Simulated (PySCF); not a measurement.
**How good is the calculation?**

Geometry:
```tsv
atom	x (Å)	y (Å)	z (Å)
C1	0.431	2.362	1.014
C2	0.232	1.278	0.549
C3	-0.009	-0.042	-0.019
C4	-1.327	-0.591	0.540
C5	-0.096	0.082	-1.545
C6	1.152	-0.967	0.368
H7	0.605	3.313	1.423
H8	-1.277	-0.668	1.624
H9	-1.525	-1.578	0.129
H10	-2.153	0.067	0.281
H11	-0.276	-0.894	-1.990
H12	0.831	0.483	-1.948
H13	-0.909	0.749	-1.826
H14	1.229	-1.048	1.450
H15	2.093	-0.577	-0.015
H16	0.992	-1.961	-0.046
```

The experiment to reproduce: δ ¹³C C4/C5/C6 31.1; C3 27.4 ppm (measured; solution, not stated per compound (mostly CDCl3 or CCl4); Pretsch, Buehlmann, Badertscher, Structure Determination of Organic Compounds, 4th ed. (2009)).

How the numbers were obtained: GFN2-xTB geometry, shieldings: GIAO PBE0/pcSseg-1, in PySCF 2.14 (relativity neglected, in vacuum, a single conformation, one averaged value for each set of equivalent atoms).

Task: What does the calculation give, and how does it compare?

Result: 
Reference values: measured (solution, not stated per compound (mostly CDCl3 or CCl4); Pretsch, Buehlmann, Badertscher, Structure Determination of Organic Compounds, 4th ed. (2009)).
| atoms | quantity | reference | computed | computed, scaled |
| --- | --- | --- | --- | --- |
| C4/C5/C6 | δ ¹³C | 31.1 | 32.9 | 30.0 |
| C3 | δ ¹³C | 27.4 | 27.6 | 24.8 |

Computed shifts are σ(ref) − σ with the named reference compound (TMS for H and C) calculated as an isolated molecule at the same level. The measured values may be among those fitted. Empirical linear scaling, fitted to shifts measured mostly in CDCl3 for H and C (δ vs TMS): ¹³C (scatter 2.1 ppm rms, 2.3 ppm with the 2 outliers that the fit left out). A few per cent of atoms miss by over 2 rms, more outside the fitted compound classes.

Task: How far are the unscaled ¹³C shifts from the references?

Result: Mean signed difference +1.00 ppm, mean absolute 1.00 ppm over 2 comparisons; the largest is +1.8 ppm at C4/C5/C6 (methyl carbon).
